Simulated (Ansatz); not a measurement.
# CH5AlS: ionisation energy by level of theory

An exercise on one series of results from a longer session: the logs are not shown, and one member is left open.

Program: Ansatz 0.2.0, Gaussian basis. Level of theory: unrestricted cation, the program's frozen cores in correlated methods. These are calculated values, not measurements.

Levels to be run: UKS PBE-D4/def2-TZVPP; UKS r2SCAN-D4/def2-TZVPP; UKS PBE0-D4/def2-TZVPP; UKS B3LYP-D4/def2-TZVPP; UKS wB97X-V/def2-TZVPP; UKS wB97M-V/def2-TZVPP; UKS B2PLYP/def2-TZVPP; UHF-CCSD(T)/def2-TZVPP; UHF-CCSD(T)/def2-QZVPP; extrapolation to the limit; then −ε(HOMO) from the neutral's earlier runs with LDA (SPW92), PBE-D4, revPBE-D4, BLYP-D4, r2SCAN-D4, B97M-V, PBE0-D4, B3LYP-D4, r2SCANh-D4, r2SCAN0-D4, HSE06-D4, BHLYP-D4, CAM-B3LYP-D4, LC-ωPBE, ωB97X-V, ωB97M-V.

**The geometry**

The geometry comes from an earlier relaxation with PBE0-D4 in a triple-zeta def2 set; it is a stationary point, not always the lowest conformer.

SMILES `[CH3][AlH][SH]`, 8 atoms, charge 0, spin multiplicity 1.

Atoms are counted from 1 here; the program's logs count them from 0.

Bond lengths: C1–Al2 1.943 Å, C1–H4 1.095 Å, C1–H5 1.092 Å, C1–H6 1.095 Å, Al2–S3 2.188 Å, Al2–H7 1.585 Å, S3–H8 1.344 Å. Angles: Al2–C1–H4 110.7°, Al2–C1–H5 112.5°, Al2–C1–H6 110.8°, H4–C1–H5 107.9°, H4–C1–H6 106.6°, H5–C1–H6 108.0°, C1–Al2–S3 118.2°, C1–Al2–H7 124.4°, S3–Al2–H7 117.4°, Al2–S3–H8 93.8°.

As a file:

```
atom     x (Å)     y (Å)     z (Å)
  C1  -0.72904   1.06668  -0.41787
 Al2   0.57150  -0.32658  -0.03790
  S3  -0.00373  -1.93324   1.33190
  H4  -0.34277   2.04827  -0.12432
  H5  -1.67635   0.90856   0.10241
  H6  -0.93804   1.12130  -1.49120
  H7   2.03023  -0.38120  -0.65431
  H8   1.18030  -2.56090   1.23549
```

Set-up of the first run:

in.yaml

```yaml
crystal:
  periodic: [false, false, false]
  atoms:
    - {symbol: C, position_ang: [-0.729037, 1.066682, -0.417875]}
    - {symbol: Al, position_ang: [0.571500, -0.326575, -0.037903]}
    - {symbol: S, position_ang: [-0.003731, -1.933243, 1.331902]}
    - {symbol: H, position_ang: [-0.342770, 2.048268, -0.124316]}
    - {symbol: H, position_ang: [-1.676349, 0.908561, 0.102414]}
    - {symbol: H, position_ang: [-0.938042, 1.121302, -1.491202]}
    - {symbol: H, position_ang: [2.030232, -0.381199, -0.654312]}
    - {symbol: H, position_ang: [1.180296, -2.560898, 1.235491]}
basis:
  gaussian: {orbitals: def2-TZVPP}
total_charge: 1
magnetization: {spin_polarized: true, initial_magnetization: 1}
hamiltonian: {xc: pbe, dispersion: d4}
```

The run is started by

```bash
$ ansatz run in.yaml --threads 2 --pin off --events-out ev --progress --plain --max-ram 32768MiB --backend cpu
```

Among the steps run: Cation, UKS PBE-D4/def2-TZVPP; Cation, UKS r2SCAN-D4/def2-TZVPP; Cation, UKS PBE0-D4/def2-TZVPP; Cation, UKS B3LYP-D4/def2-TZVPP; Cation, UKS wB97X-V/def2-TZVPP; Cation, UKS wB97M-V/def2-TZVPP; Cation, UKS B2PLYP (frozen core)/def2-TZVPP; Cation, UHF-CCSD(T)/def2-TZVPP; Cation, UHF-CCSD(T)/def2-QZVPP.

One of the session's tables, all rows but one given; the rest of the session is left out.

Orbital estimates, from the neutral's runs:

```
  functional  −ε(HOMO) (eV)
 LDA (SPW92)           6.60
      PBE-D4           6.47
   revPBE-D4           6.42
     BLYP-D4           6.29
   r2SCAN-D4           6.76
      B97M-V           6.81
     PBE0-D4           7.65
    B3LYP-D4           7.39
  r2SCANh-D4           7.19
  r2SCAN0-D4           7.84
    HSE06-D4           7.25
    BHLYP-D4           8.67
CAM-B3LYP-D4           8.95
     LC-ωPBE          10.38
     ωB97X-V              ?
     ωB97M-V           9.84
```

Q: Estimate the row for ωB97X-V from the others.

As computed: −ε(HOMO) (eV): 10.01. In the column «−ε(HOMO) (eV)» it lies between ωB97M-V (9.84) and LC-ωPBE (10.38).
